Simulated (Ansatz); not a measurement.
# NH₃ ··· N₂

The pair of NH₃ (SMILES N, atoms 1–4) and N₂ (SMILES N#N, atoms 5–6), both closed shells, in one local arrangement (a lower one may exist), relaxed at PBE0-D4/def2-TZVP:

```
atom    x (Å)    y (Å)    z (Å)
  N1   0.0863   0.2534  -1.0435
  H2  -0.1719  -0.6608  -0.6925
  H3  -0.6798   0.5777  -1.6209
  H4   0.8840   0.1238  -1.6535
  N5  -0.1838  -0.5715   2.1876
  N6   0.0652   0.2774   2.8230
```

Computed with Ansatz 0.2.0 (basis: def2-TZVPPD, with def2-QZVPPD for the basis limit); correlated methods freeze the cores. B3LYP uses VWN-RPA correlation. Extrapolation: Hartree–Fock as exp(−7.88 √X), correlation as X^−2.97. Interaction energies count from these two fragments, frozen as in the pair, with the counterpoise correction; negative means bound.

**Question.** What is the interaction energy by CCSD(T) at an estimated basis limit (MP2 extrapolated from triple and quadruple zeta, plus CCSD(T) − MP2 in triple zeta)? (Judge from chemistry; the value comes from the calculation.)

**Answer.** The calculation gives: -2.8 kJ/mol. Hartree–Fock alone gives 0.7 kJ/mol at the basis limit, so without correlation the pair would not bind at this distance. It counts from the two fragments frozen as in the pair.

The same quantity by other methods in triple zeta, and each one's difference from that estimate:
```tsv
method	E_int (kJ/mol)	difference
PBE-D4	-3.6	-0.8
revPBE-D4	-2.5	0.3
BLYP-D4	-2.2	0.6
r2SCAN-D4	-2.7	0.1
B97M-V	-3.0	-0.2
PBE0-D4	-3.1	-0.3
B3LYP-D4	-2.6	0.2
HSE06-D4	-3.1	-0.3
wB97X-V	-2.9	-0.1
wB97M-V	-2.6	0.2
B2PLYP	-1.4	1.4
HF	0.7	3.5
MP2	-2.8	0.0
CCSD	-2.0	0.8
CCSD(T)	-2.5	0.3
```
Differences are method less estimate.

**Question.** Which atoms make the shortest contact between the fragments?

**Answer.** H2 and N5, 2.88 Å apart.

Basis-set superposition shift (counterpoise-corrected less uncorrected): CCSD(T) 0.8; MP2 0.8; HF 0.1; PBE0-D4 0.2; wB97M-V 0.2 kJ/mol.

The T1 diagnostic stays at or below 0.014.

For scale, one of the runs: CCSD(T)/def2-TZVPPD, 162 basis functions, launched by `ansatz run in.yaml --threads 2 --pin off --events-out ev --progress --plain --max-ram 5222MiB`. Time: 26 s of wall clock on 2 CPU threads of an Intel Xeon Platinum 8488C; the host was shared. Peak host memory: 1.3 GiB.
